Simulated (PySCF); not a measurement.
Gas-phase reaction: 3 H2O2 + 2 NO2 → 5 O2 + 2 NH3

Computed with PySCF (xtb for GFN2) and rigid-rotor harmonic-oscillator thermochemistry at 1 bar. 'Table' is the NASA 1993 thermochemical table (part measured, part estimated). † marks an energy on the PBE0/def2-TZVP geometry and frequencies; other levels use their own. 6-31G* has spherical d functions here. Open shells (unrestricted): NO2 (multiplicity 2), O2 (multiplicity 3); the rest are closed-shell singlets. GFN2 has no spin-polarisation term. Warning, point group unlike the PBE0 one: H2O2 (GFN2-xTB).

```tsv
level	ΔH°(298 K), kJ
table	248.7
BLYP/def2-TZVP†	[?]
GFN2-xTB	1572.8
HF/6-31G*	-273.7
HF/def2-TZVP†	[?]
M06-2X/def2-TZVP†	176.1
PBE0/def2-QZVP†	175.8
PBE0/def2-TZVP	160.1
r2SCAN/def2-TZVP†	[?]
ωB97M-V/def2-TZVP†	189.0
ωB97X-V/def2-TZVP†	[?]
```

Q: Fill in the missing entries.

A: 
- BLYP/def2-TZVP†, ΔH°(298 K), kJ: 195.0
- HF/def2-TZVP†, ΔH°(298 K), kJ: -255.0
- r2SCAN/def2-TZVP†, ΔH°(298 K), kJ: 152.2
- ωB97X-V/def2-TZVP†, ΔH°(298 K), kJ: 143.9
